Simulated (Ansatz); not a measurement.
**BClHSi: where a starting geometry ends**

The starting geometry of this gas-phase doublet was optimised with GFN2-xTB; its bonds are those of `[H]/[Si]=B/Cl`.

```xyz
4

B    -1.5617   -0.2687    2.0137
Cl   -3.0259   -0.8787    2.6123
Si   -0.3622    1.0450    2.3216
H     0.8959    1.5098    1.7489
```

Task: Predict what becomes of its bonds when it is optimised with r2SCAN-D4/def2-TZVP.

Result: A new bond forms, giving a structure with H4 bridging B1 and Si3, given below by its coordinates. Distances that change by over a tenth: Si3–H4 (1.46 → 1.71 Å). Contacts that close: B1–H4 (3.05 → 1.38 Å).

The energy falls by 0.83 eV over 20 steps:

```csv
step,E − E(last) (eV)
1,0.830
3,0.387
5,0.298
7,0.249
9,0.234
12,0.150
14,0.073
16,0.013
18,0.000
20,0.000
```

Final geometry (Å):

```yaml
atoms:
  - { symbol: B, position_ang: [-1.3216, 0.2894, 2.3647] }
  - { symbol: Cl, position_ang: [-2.3854, -0.9946, 1.9750] }
  - { symbol: Si, position_ang: [-0.1558, 1.6741, 2.7698] }
  - { symbol: H, position_ang: [-0.1911, 0.4386, 1.5869] }
```

Frequencies at the end are all real (lowest 228 cm⁻¹). Open shells are spin-unrestricted. Run with Ansatz 0.2.0, 110 s on 2 threads of Arm Neoverse V1, with other jobs on the host.
